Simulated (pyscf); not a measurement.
5 gas-phase steps of one pattern: atom transfer on the doublet surface, Al–Cl or B–Cl or Cl–Ga broken and Cl–H formed. PySCF, gas phase, ωB97X-D3(BJ)/def2-SVP geometries. MP2 and CC: frozen core, UHF for open shells. ΔMP2 is the change of the MP2 total energy from the triple- to the quadruple-zeta basis. Electronic energies in eV, from the separated reactants; ΔE‡ at CCSD(T)/def2-TZVPP + ΔMP2(QZVPP), beside the barrier at PBE/def2-TZVP on the same structures. Rows were drawn at random from the steps of this pattern with a verified saddle, stable references and no exit in the data more than 5 kcal/mol lower.

| row | step | ΔE‡(PBE) | ΔE‡ |
|---|---|---|---|
| 1 | Cl–GaH–Cl + H• → HCl + [Cl–GaH]• | 0.24 | 0.71 |
| 2 | Cl–GaH₂ + H• → HCl + GaH₂• | 0.27 | 0.72 |
| 3 | Cl–Al(Cl)–Cl + H• -> HCl + [Cl–Al–Cl]• | 0.42 | 0.93 |
| 4 | H₂N–B(Cl)–Cl + H• → [H₂N–B–Cl]• + HCl | 0.84 | 1.18 |
| 5 | HO–B(Cl)–Cl + H• -> [HO–B–Cl]• + HCl | 0.87 | ? |

Question: From a straight line through the complete rows, estimate the missing barrier and say how far the line can be trusted.

Answer: Over the 4 complete rows the means are +0.44 (ΔE‡(PBE)) and 0.89 (ΔE‡); least squares gives b = 0.79 and a = 0.54 eV, with residuals of 0.04 eV (root mean square; largest 0.06, row 3). For row 5: 0.54 + 0.79 × (+0.87) = 1.23 eV, an extrapolation. The computed barrier is 1.23 eV, on the line. The line follows the complete rows closely. Each barrier is that of the saddle found. The CCSD(T) − MP2 part came from Ansatz, without density fitting, on the same reference. The frozen core leaves the outer d or s,p core shells of the metals and heavy elements correlated in the MP2 and CC values, and def2-TZVPP describes them poorly, which can shift differences by a few kcal/mol. Elements up to Kr have no core potential and no relativistic terms here.
